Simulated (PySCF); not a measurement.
Species: C6H8.
Geometry (GFN2-xTB, Å), atoms numbered from 1 in this order:
```
atom  x, y, z in Å
C1     3.2251   -0.0531    0.0856
C2     1.9200   -0.0259    0.1724
C3     0.6657    0.0030    0.2552
C4    -0.6462    0.0167    0.3464
C5    -1.4221   -1.2092    0.7246
C6    -1.4487    1.2543    0.0792
H7     3.7910    0.8226   -0.1885
H8     3.7825   -0.9540    0.2851
H9    -0.7569   -2.0447    0.9265
H10   -2.0244   -1.0123    1.6120
H11   -2.1007   -1.4864   -0.0831
H12   -2.1646    1.0700   -0.7225
H13   -0.8078    2.0849   -0.2046
H14   -2.0136    1.5337    0.9694
```

Computed, not measured: TDDFT PBE0/def2-SVPD, vertical, gas phase, core orbitals frozen in the response (PySCF 2.14.0, density-fitted response routines).

Kohn–Sham orbitals with the atoms that hold most of them (Löwdin shares over 4%, at most four atoms; ? is withheld):

```tsv
orbital	ε (eV)	atoms
LUMO+2	0.88	C2 24%, C3 21%, C1 11%, C5 7%
LUMO+1	0.65	C6 18%, C5 17%, C3 9%, C2 8%
LUMO	-1.16	?
HOMO	?	?
HOMO-1	-7.25	C2 35%, C3 34%, C1 9%, C4 6%
HOMO-2	-9.51	C2 33%, C3 28%, C1 18%, C4 10%
HOMO-3	-10.34	C5 26%, C6 25%, H9 14%, H13 14%
```

(1) Give the leading atoms of the HOMO.

(2) Give the leading atoms of the LUMO.

(3) What is the HOMO energy, and the HOMO–LUMO gap?

Answers

(1) C1 (bonded to C and 2 H) 26%; C4 (bonded to 3 C) 22%; C3 (bonded to 2 C) 18%; C2 (bonded to 2 C) 15%.

(2) C1 (bonded to C and 2 H) 24%; C4 (bonded to 3 C) 23%; C2 (bonded to 2 C) 18%; C3 (bonded to 2 C) 14%.

(3) ε(HOMO) = -6.45 eV; the gap is 5.29 eV (0.1946 hartree).

How does S1 compare with the orbital gap of 5.29 eV?

S1 is at 4.32 eV (f = 0.0000), 0.97 eV below the gap, made of HOMO-1→LUMO (99%). Its leading pair isn't HOMO and LUMO; the energies of that pair differ by 6.10 eV. Without the coupling terms of the response equations the lowest excitation would equal the gap.

One configuration dominates each of S1, S2, S4 and S6. Which, and how do the shares of the two leading atoms of either orbital change from the occupied to the empty one?

- S1 (4.32 eV, f 0.0000), HOMO-1→LUMO (99%): C2 35% → 18%, C3 34% → 14%, C1 9% → 24%, C4 6% → 23%
- S2 (5.23 eV, f 0.584), HOMO→LUMO (92%): C1 26% → 24%, C4 22% → 23%
- S4 (6.04 eV, f 0.0069), HOMO→LUMO+1 (96%): C1 26% → at most 8%, C4 22% → at most 8%, C6 at most 16% → 18%, C5 at most 16% → 17%
- S6 (6.83 eV, f 0.025), HOMO-1→LUMO+1 (94%): C2 35% → 8%, C3 34% → 9%, C6 at most 6% → 18%, C5 at most 6% → 17%

Löwdin shares depend on the basis, the more so with diffuse functions.
